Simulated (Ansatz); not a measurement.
# Osmium, hcp: convergence with cold smearing

Computed with Ansatz, r²SCAN, scalar-relativistic PAW, on the relaxed cell (a = 2.739 Å, c = 4.314 Å (c/a = 1.575); spin not included). Errors count from a run at 500 eV on a Γ-centred 22×22×12 mesh with Fermi-Dirac smearing of 0.1 eV, extrapolated to zero width. Fixed here: cutoff 500 eV, mesh 13×13×7. The SCF starts from atomic densities corrected by a trained network.

```tsv
width (eV)	E(σ→0) error (meV/atom)	F error (meV/atom)	P (GPa)	SCF iterations
0.01	1.1	1.1	-0.26	6
0.03	1.1	1.0	-0.25	7
0.1	1.0	0.9	-0.24	7
0.2	1.0	0.6	-0.19	7
0.3	0.2	0.1	-0.18	6
0.6	-0.8	1.8	-0.17	6
1.0	-7.3	16.9	-0.80	7
```
